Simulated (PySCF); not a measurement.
Hydrogen peroxide, H2O2.
Structure used (PBE0-D3(BJ)/def2-TZVP), in Å, numbered top down from 1:
```
atom  x, y, z in Å
O1     0.5864   -0.0539    0.4177
O2    -0.5674    0.0101   -0.4365
H3     1.2774    0.0273   -0.2483
H4    -1.2584   -0.0089    0.2341
```

The closed-shell ground state was solved at several levels (PySCF, density fitting, gas phase, non-relativistic). Isolated species at its PBE0-D3(BJ)/def2-TZVP geometry, gas phase.

```csv
level,basis functions,total energy (Eh),HOMO (eV),LUMO (eV),gap (eV),dipole (D)
PBE0/pcSseg-2,100,-151.4558,-7.48,0.39,7.87,0.11
KT3/pcSseg-2,100,-153.5596,-5.79,-1.00,4.79,0.10
PBE0/aug-cc-pVTZ,138,-151.4524,-7.51,-0.15,7.36,0.10
wB97X-D/pcSseg-2,100,-151.5683,-9.47,2.30,11.77,0.11
CAM-B3LYP/aug-cc-pVTZ,138,-151.5661,-9.14,0.21,9.35,0.11
wB97X-D/aug-cc-pVTZ,138,-151.5638,-9.50,0.96,10.46,0.11
```

Q: Estimate the row for B97-2/pcSseg-2, a basis of 100 functions; the other rows only guide the guess.

A: Total energy -151.5624 Eh, HOMO -7.17 eV, LUMO 0.30 eV, gap 7.47 eV, dipole 0.11 D.

Q: Over all these levels, which gives the widest orbital gap and which the narrowest?

A: wB97X-D/pcSseg-2 (range-separated hybrid) has the widest, 11.77 eV, and KT3/pcSseg-2 (GGA) the narrowest, 4.79 eV. The two share the basis. From the narrowest to the widest the HOMO moves by -3.68 eV and the LUMO by +3.30 eV.

Q: In the pcSseg-2 basis, how does the gap go with the fixed share of exact exchange?

A: KT3 (0 %) 4.79 eV; B97-2 (21 %) 7.47 eV; PBE0 (25 %) 7.87 eV. Each rise in the share widens the gap here.

Q: How far do the dipole and the HOMO energy spread over the levels?

A: The dipole runs from 0.10 to 0.11 D (mean 0.11 D) and the HOMO from -9.50 to -5.79 eV.

wB97X-D is run here without its empirical dispersion term; that term would change no orbital, density or response property at a fixed geometry.
